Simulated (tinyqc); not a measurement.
Worked calculation: Hueckel theory of the pi electrons with the omega technique, for the molecule [CH2]C=C (SMILES; centres numbered as the heavy atoms are written). One step of it, computed by the program tinyqc.

Task: Orbitals, round 1. Diagonalise; E = alpha + x beta with beta < 0, so the largest x are filled first; degenerate levels share their electrons. P = sum n_i c_ri c_si; each orbital has its largest coefficient positive (the first on a tie).

Hueckel matrix in units of beta (H = alpha + beta A), lower triangle:
```
,1C,2C,3C
1C,0.000000
2C,1.000000,0.000000
3C,0.000000,1.000000,0.000000
```

pi electrons, sum of z_r less the charge = 3

Give: x values; occupations; coefficients; charge and bond-order matrix P.

Result:

x values: 1.4142  0.0000  -1.4142

occupations: 2.0000  1.0000  0.0000

coefficients:
```
,MO1,MO2,MO3
1C,0.5000,0.7071,-0.5000
2C,0.7071,0.0000,0.7071
3C,0.5000,-0.7071,-0.5000
```

charge and bond-order matrix P, lower triangle:
```
,1C,2C,3C
1C,1.0000
2C,0.7071,1.0000
3C,0.0000,0.7071,1.0000
```
